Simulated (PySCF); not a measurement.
# C2H4Si: the cost of one run

The runs use PySCF 2.14.0; levels as typed in each script, gas phase, geometry from GFN2-xTB.

## 1. Where the work starts

7 atoms, charge 0, spin multiplicity 1.

Bond lengths: Si1–C2 1.848 Å, Si1–H4 1.465 Å, Si1–H5 1.465 Å, Si1–H6 1.466 Å, C2–C3 1.202 Å, C3–H7 1.053 Å. Angles: C2–Si1–H4 108.1°, C2–Si1–H5 108.2°, C2–Si1–H6 108.1°, H4–Si1–H5 110.8°, H4–Si1–H6 110.8°, H5–Si1–H6 110.8°, Si1–C2–C3 180.0°, C2–C3–H7 180.0°.

Coordinates:

```xyz
7
charge 0, multiplicity 1
Si    1.0710    0.0000    0.0000
C    -0.7774    0.0001    0.0002
C    -1.9796    0.0000   -0.0001
H     1.5262   -1.1842   -0.7337
H     1.5275   -0.0434    1.3909
H     1.5261    1.2275   -0.6586
H    -3.0322   -0.0001    0.0000
```

## 2. Localised orbitals (PBE0/def2-svp)

Input file input.py:

```python
import numpy as np
from pyscf import gto, scf, dft, lo
from pyscf.data.elements import chemcore

def solve(mol, dm0=None, hcore=None):
    mf = (dft.UKS if mol.spin else dft.RKS)(mol, xc='pbe0')
    mf.grids.level = 3
    mf = mf.density_fit(auxbasis='def2-universal-jkfit')
    mf.conv_tol, mf.max_cycle = 1e-8, 80
    if hcore is not None:
        mf.get_hcore = lambda *args: hcore
    mf.kernel(dm0)
    if not mf.converged:
        mf = mf.newton().run(mf.mo_coeff, mf.mo_occ, max_cycle=30)
    assert mf.converged, 'SCF not converged'
    return mf

mol = gto.M(atom='''
Si     1.07101    -0.00001     0.00003
C     -0.77740     0.00005     0.00023
C     -1.97957    -0.00001    -0.00007
H      1.52617    -1.18415    -0.73368
H      1.52754    -0.04340     1.39088
H      1.52615     1.22754    -0.65857
H     -3.03220    -0.00013    -0.00001
''', basis='def2-svp', charge=0, spin=0, verbose=4)
mf = solve(mol)
occ_all = mf.mo_coeff[:, mf.mo_occ > 0]
occ = occ_all[:, chemcore(mol):]
loc = lo.ibo.ibo(mol, occ, iaos=lo.iao.iao(mol, occ_all))
fock, s = mf.get_fock(), mf.get_ovlp()
ortho = lo.orth_ao(mol, 'meta_lowdin')
ortho = lo.vec_lowdin(lo.iao.iao(mol, occ_all), s)
labels = lo.iao.reference_mol(mol).ao_labels(fmt=None)
vir = lo.vvo.livvo(mol, occ_all, mf.mo_coeff[:, mf.mo_occ == 0])
both = np.hstack([loc, vir])
p = (ortho.T @ s @ both) ** 2
pop = np.array([p[[l[0] == a for l in labels]].sum(0) for a in range(mol.natm)])
spd = np.array([[p[[l[0] == a and l[2][-1] == k for l in labels]].sum(0) for k in 'spd'] for a in range(mol.natm)])
eps = np.einsum('pi,pq,qi->i', both, fock, both)
for i in np.argsort(eps):
    top = np.argsort(-pop[:, i])[:3]
    print('%3d %s %9.4f Eh ' % (i + 1, 'occ' if i < loc.shape[1] else 'vir', eps[i]), '  '.join('%s%d %.3f' % (mol.atom_symbol(a), a + 1, pop[a, i]) for a in top))
np.savez('result.npz', c=both, nocc=loc.shape[1], pop=pop, spd=spd, eps=eps, e=mf.e_tot)
```

Launch:

```sh
OMP_NUM_THREADS=1 python input.py
```

What time and memory should one allow on 1 thread of Intel Xeon Platinum 8259CL at 2.50GHz (Skylake/Cascade Lake), shared host?

About 5 s, with a peak of 0.32 GiB.
